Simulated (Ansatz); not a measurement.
in.yaml

```yaml
crystal:
  periodic: [false, false, false]
  atoms:
    - {symbol: Ge, position_ang: [0.000000, -0.024648, 0.537856]}
    - {symbol: Na, position_ang: [0.000000, 0.008538, -1.718900]}
    - {symbol: H, position_ang: [0.000000, 1.581619, 0.443726]}
basis:
  gaussian: {orbitals: 6-31G}
correlation: {method: fic_mrcisd_q, electrons: outside_noble_gas, active_space: {window: {electrons: 2, orbitals: 2}, states: [{multiplicity: 1, weights: [1, 1]}], root: 5}}
```

```sh
$ ansatz run in.yaml --threads 1 --pin off --events-out ev --progress --plain --max-ram 2393MiB
```

How does this run end?

Refused. The input was made wrong on purpose (root beyond the states), so the run isn't a sound calculation of what was asked.
```
Error: the active space averages no state 5, counted from zero
```
